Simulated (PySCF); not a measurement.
# Gas-phase XPS of HC≡CCF(CH3)2, computed

HC≡CCF(CH3)2, C₅H₇F.
Geometry (GFN2-xTB, Å), atoms numbered from 1 in this order:
```
atom  x, y, z in Å
C1     1.9770   -1.4761    0.4427
C2     1.0599   -0.8024    0.0733
C3    -0.0496    0.0107   -0.4088
C4    -1.3793   -0.5416    0.1006
C5     0.1571    1.4763   -0.0321
F6    -0.0690   -0.0664   -1.8071
H7     2.7773   -2.0634    0.7827
H8    -1.3981   -0.5164    1.1868
H9    -1.5052   -1.5691   -0.2336
H10   -2.1984    0.0576   -0.2905
H11    1.0905    1.8385   -0.4575
H12   -0.6631    2.0743   -0.4231
H13    0.1966    1.5784    1.0489
```

Level of theory: delta-SCF UKS SCAN, pcX-2 on the ionised atom, pcseg-1 elsewhere, spin-free X2C (PySCF 2.14.0). Vertical ΔSCF values, vacuum level as zero.

What binding energy does each computed site have?

```tsv
atom(s)	environment	level	binding energy (eV)	above the level's lowest (eV)	count
F6	alkyl fluorine	F 1s	691.89	0.00	1
C3	sp3 C–F carbon	C 1s	293.73	+3.23	1
C4/C5	methyl carbon	C 1s	290.92	+0.42	2
C2	alkyne carbon	C 1s	290.80	+0.30	1
C1	terminal alkyne carbon	C 1s	290.50	0.00	1
```

Lowest listed C 1s: C1, bonded to C (triple bond) and H. Highest, 3.23 eV above it: C3, bonded to F and 3 C. The widest gap between neighbouring values is 2.81 eV, between 290.92 and 293.73 eV. Summing the Pauling electronegativity differences to the bonded atoms, each weighted by its formal bond order, gives -0.35 for the lowest site and +1.43 for the highest; no listed site has a larger sum than the highest. The smallest sum, -1.05, belongs to C4/C5, 0.42 eV above the lowest.

What is the C 1s shift of C4/C5 against C2?

290.92 − 290.80 = +0.12 eV, or +12 kJ/mol.

Which photon wavelength matches the C 1s of C3 threshold?

λ = hc/E = 12398.42 eV Å / 293.73 eV = 42.210 Å.

Atoms equivalent by their bonding share one computed value, that of the first of them. Spin contamination (⟨S²⟩ against 0.75 for a pure doublet) is marked for C 1s of C2 (0.85), which makes this value less certain. Geometry: GFN2-xTB; no solvent, vibrations or thermal averaging.
